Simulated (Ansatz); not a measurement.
Ba$_{2}$ZrS$_{4}$ (I4/mmm)

Theory: DFT r2SCAN, scalar-relativistic, plane waves, PAW in Ansatz 0.2.0.

Settings: cutoff 500 eV, Γ-centred mesh 8×8×8 on the computed 7-atom cell, Gaussian smearing of 0.02 eV; no spin polarisation.

The structure is relaxed at this level of theory with its symmetry kept. Whether it is the stable form of this composition wasn't checked.

```cif
data_structure
_symmetry_space_group_name_H-M 'I4/mmm'
_symmetry_Int_Tables_number 139
_cell_length_a 4.9812
_cell_length_b 4.9812
_cell_length_c 15.8256
_cell_angle_alpha 90.000
_cell_angle_beta 90.000
_cell_angle_gamma 90.000
_cell_volume 392.68
loop_
_atom_site_label
_atom_site_type_symbol
_atom_site_symmetry_multiplicity
_atom_site_Wyckoff_symbol
_atom_site_fract_x
_atom_site_fract_y
_atom_site_fract_z
_atom_site_occupancy
Ba1 Ba 4 e 0.50000 0.50000 0.14188 1
Zr1 Zr 2 a 0.00000 0.00000 0.00000 1
S1 S 4 c 0.00000 0.50000 0.00000 1
S2 S 4 e 0.50000 0.50000 0.33684 1
```

```
Space group                                                                                                                                 : I4/mmm (No. 139)
Volume per atom                                                                                                                             : 28.05 Å³
Formation energy from the elements' standard states (uncorrected)                                                                           : -2.232 eV/atom
Generalised Kohn–Sham band gap                                                                                                              : 0.92 eV, indirect from X to Γ (the valley at (0.036, 0.036, -0.036) lies within 0.03 eV, so the order isn't resolved)
Löwdin character of the top 1 eV of the valence band                                                                                        : S 3p 94 %
Löwdin character of the lowest 1 eV of the conduction band                                                                                  : Zr 4d 77 %, S 3p 12 %, unprojected 11 %
Electron masses at the edge by Cartesian direction of the standard setting (m_e; degenerate bands sorted by energy; no spin-orbit coupling) : x: 0.19; y: 0.19; z: over 30
Hole masses at the edge by Cartesian direction of the standard setting (m_e; degenerate bands sorted by energy; no spin-orbit coupling)     : x: 1.6; y: 1.6; z: 0.51
Bulk modulus                                                                                                                                : 60 GPa
Its pressure derivative                                                                                                                     : 4.6
Bader charges (e)                                                                                                                           : Ba (2 in the cell) 1.53, Zr (1 in the cell) 2.20, S (2 in the cell) -1.28, S (2 in the cell) -1.36
```

Spin-orbit coupling is left out, which matters for the bands of heavy elements.

Cost: 8 runs of about 20 core-minutes in all, on Arm Neoverse V2 (shared hosts).